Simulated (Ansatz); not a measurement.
Energy needed to pull apart AlBH$_{3}$F, closed shell, into free ground-state atoms, from the structure below (displaced at random from a GFN2-xTB minimum); no zero-point or spin–orbit terms; open-shell atoms are treated unrestricted, in their ground-state multiplicity.

```xyz
6
angstrom
F 0.1459 -1.3703 -0.8707
B -0.9604 -0.6662 -0.2407
Al 0.4600 0.7744 0.3961
H -1.7031 -0.8691 -0.2287
H 2.1594 0.5226 -0.3317
H 0.5401 2.1501 1.2587
```

Ansatz 0.2.0; basis: def2-TZVPP; cores frozen in the correlated methods.

| method | atomization energy (kJ/mol) |
| --- | --- |
| PBE-D4 | 1253 |
| r2SCAN-D4 | ? |
| PBE0-D4 | ? |
| CAM-B3LYP-D4 | 1260 |
| LC-wPBE | 1236 |
| wB97M-V | 1255 |
| HF | 812 |
| MP2 | 1221 |
| CCSD | 1174 |
| CCSD(T) | 1195 |

(1) What does PBE0-D4 give? (Judge from chemistry; the value comes from the calculation.)

(2) What does r2SCAN-D4 give? (An estimate is asked for; the value comes from the calculation.)

T1 diagnostic: at most 0.016.

## Answers

(1) Computed: 1220 kJ/mol, which is about 24 kJ/mol more than CCSD(T)/def2-TZVPP.

(2) The calculation gives: 1250 kJ/mol, which is about 55 kJ/mol more than CCSD(T)/def2-TZVPP.

In triple zeta the MP2 and coupled-cluster atomization energies are still short of their basis limit by a few kcal/mol a bond, whereas those of the functionals are nearly converged, so these differences are not deviations from converged CCSD(T).

For scale, one of the runs: CCSD(T)/def2-TZVPP forces, 146 basis functions (an equivalent command: `ansatz run in.yaml --threads 4`). Hardware: 4 CPU threads, shared host. Wall time 29 s; peak host memory 1.6 GiB.
